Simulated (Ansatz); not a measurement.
All values below come from frozen-core CCSD(T)/cc-pVTZ // PBE-D3(BJ)/def2-TZVP run with Ansatz (a first-principles code).

Ansatz 0.2 input:
```yaml
crystal:
  periodic: [false, false, false]
  atoms:
    - { symbol: C, position_ang: [-0.000001, 0.0, 0.000332] }
    - { symbol: H, position_ang: [1.036113, -0.329402, 0.000626] }
    - { symbol: H, position_ang: [-0.803325, -0.732602, -0.000857] }
    - { symbol: H, position_ang: [-0.232788, 1.062003, -0.000102] }
basis:
  gaussian: { orbitals: cc-pVTZ }
correlation:
  method: ccsd_t
magnetization:
  spin_polarized: true
  initial_magnetization: 1
```

Output:

```
Functional definition: HF
394 factors; integrals over basis functions are off by at most 1.1e-3 eV
mean field evaluation 1: about -1076.2568 eV, gradient 1.1e1 eV
mean field evaluation 2: about -1076.2562 eV, gradient 1.1e1 eV
mean field evaluation 4: about -1076.9349 eV, gradient 1.1e0 eV
mean field evaluation 8: about -1076.9469 eV, gradient 3.9e-4 eV
mean field evaluation 16: about -1076.9479 eV, gradient 1.3e-1 eV
mean field -1076.94685697 eV, -39.5770670127 hartree, gradient 7.6e-7 eV, S^2 0.762082; 0 other end points of the search recorded, 0 dependent functions left out
1 core orbitals not correlated
reference -1076.94685697 eV, -39.5770670127 hartree; 4, 3 occupied and 67, 68 virtual orbitals, 394 factors
second order -4.30731782 eV of doubles, -0.00000000 eV of singles
cycle   1  -4.71789875 eV  change   -4.1e-1 eV  update   4.0e-2
cycle   2  -4.85692388 eV  change   -1.4e-1 eV  update   1.4e-2
cycle   3  -4.87023504 eV  change   -1.3e-2 eV  update   4.7e-3
cycle   4  -4.87076824 eV  change   -5.3e-4 eV  update   1.8e-3
cycle   5  -4.87101851 eV  change   -2.5e-4 eV  update   5.7e-4
cycle   6  -4.87110023 eV  change   -8.2e-5 eV  update   1.4e-4
cycle   7  -4.87111853 eV  change   -1.8e-5 eV  update   3.9e-5
cycle   8  -4.87111866 eV  change   -1.3e-7 eV  update   1.1e-5
cycle   9  -4.87111702 eV  change    1.6e-6 eV  update   2.7e-6
perturbative correction -0.12956269 eV, -0.0047613411 hartree
Total energy: -1081.94753667 eV, -39.7608386024 hartree
```

Cost: about 2.5 core-seconds (a rough figure).
